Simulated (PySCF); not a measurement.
## Bonding in `F/C=C(/F)CF`

C3H3F3.
SMILES with atom numbers: `[F:1]/[CH:2]=[C:3](/[F:4])[CH2:5][F:6]` (hydrogens: H7 on C2; H8, H9 on C5)

Structure used (GFN2-xTB), in Å, numbered top down from 1:
```xyz
9
C3H3F3 angstrom
F      1.398   -1.497    0.329
C      1.389   -0.197    0.036
C      0.251    0.459   -0.147
F      0.318    1.765   -0.461
C     -1.135   -0.100   -0.033
F     -1.650    0.128    1.221
H      2.373    0.239   -0.044
H     -1.804    0.394   -0.745
H     -1.125   -1.184   -0.181
```

Bond orders from the PBE0/pcSseg-1 density (PySCF). The structure is a single GFN2-xTB conformer in the gas phase; no vibrational or solvent corrections.

Problem. How far do the computed orders between heavy atoms stray from the drawn ones?

Solution. The largest departure is 0.211, at C2–C3 (drawn double, 1.789).

Problem. Give the Mayer order of every bond between heavy atoms, beside its length.

Solution. 
| bond | drawn as | length (Å) | Mayer order |
| --- | --- | --- | --- |
| F1–C2 | single | 1.333 | 0.965 |
| C2–C3 | double | 1.326 | 1.789 |
| C3–F4 | single | 1.345 | 0.942 |
| C3–C5 | single | 1.499 | 1.016 |
| C5–F6 | single | 1.375 | 0.900 |

By pair of heavy elements: C–F: lowest C5–F6 (0.900, 1.375 Å), highest F1–C2 (0.965, 1.333 Å). C–C: lowest C3–C5 (1.016, 1.499 Å), highest C2–C3 (1.789, 1.326 Å).

Problem. And the bonds to hydrogen?

Solution. C–H: 0.93 to 0.95 (3 bonds).

Problem. Sum the orders of all bonds at each heavy atom with more than one neighbour and set the sums beside the valence in the SMILES.

Solution. C2 3.703 (drawn 4), C3 3.747 (drawn 4), C5 3.797 (drawn 4). Orders between atoms that aren't bonded are not in these sums.

Mayer orders depend on the basis set.
